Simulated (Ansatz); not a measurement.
What does this script print? It uses Ansatz 0.2.0 through its Python package.

`conformers_c4h8ns.py`:
```python
"""Conformer energies of C4H8NS(+)."""

import ansatz
from rdkit import Chem
from rdkit.Chem import AllChem

rd = Chem.AddHs(Chem.MolFromSmiles("C[S+](C)CC#N"))
ids = list(AllChem.EmbedMultipleConfs(rd, numConfs=20, randomSeed=382, pruneRmsThresh=0.4))
field = [energy for _, energy in AllChem.MMFFOptimizeMoleculeConfs(rd)]
distinct = {round(e, 2): i for i, e in zip(ids, field)}
chosen = sorted(distinct.items())[:3]
found = []
for force_field, index in chosen:
    molecule = ansatz.Crystal.molecule()
    for atom, xyz in zip(rd.GetAtoms(), rd.GetConformer(index).GetPositions()):
        molecule = molecule.atom(atom.GetSymbol(), xyz.round(5).tolist())
    setup = (
        molecule.calculation()
        .basis(gaussian="cc-pVDZ")
        .functional("PBE0", dispersion="d3bj")
        .charge(1)
    )
    found.append(setup.run(threads=1).report["free_energy_ev"])
print("conformer   MMFF (kcal/mol)   this level (kcal/mol)")
for (force_field, index), e in zip(chosen, found):
    print(f"{index:9d} {force_field - chosen[0][0]:17.2f} {23.060548 * (e - min(found)):17.3f}")
```

```console
$ python conformers_c4h8ns.py
conformer   MMFF (kcal/mol)   this level (kcal/mol)
        1              0.00             2.662
        2              1.89             0.000
```

These settings explore the input space; basis and method may be short of convergence. The conformers keep their force-field geometries. The whole script took 11 s on 1 thread of Arm Neoverse V1, on a shared host, peak memory 0.41 GiB.
